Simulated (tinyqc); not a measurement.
Inside a calculation. Method: geometry optimisation on the B3LYP (VWN-RPA form)/sto-3g surface (energies and gradients from PySCF), for OH-, spin multiplicity 1. The basis has no diffuse functions, so it cannot describe the extra electron: this is an exercise in the method, not the real anion. One step of it, computed by the program tinyqc.

Problem. Step 1: move. Quasi-Newton step p = -H^(-1) g (first H = 0.6 times the unit matrix); steps longer than 0.5 bohr are cut back (factor 0.847 here).

positions at the start (bohr):
```
           x         y         z
1O  0.000000  0.000000  0.000000
2H  0.000000  0.000000  1.668628
```

gradient (hartree/bohr):
```
             x           y            z
1O  0.00000000  0.00000000   0.25050396
2H  0.00000000  0.00000000  -0.25050420
```

Give: positions after step 1.

Solution.

positions after step 1 (bohr):
```
        x      y       z
1O  0.000  0.000  -0.354
2H  0.000  0.000   2.022
```
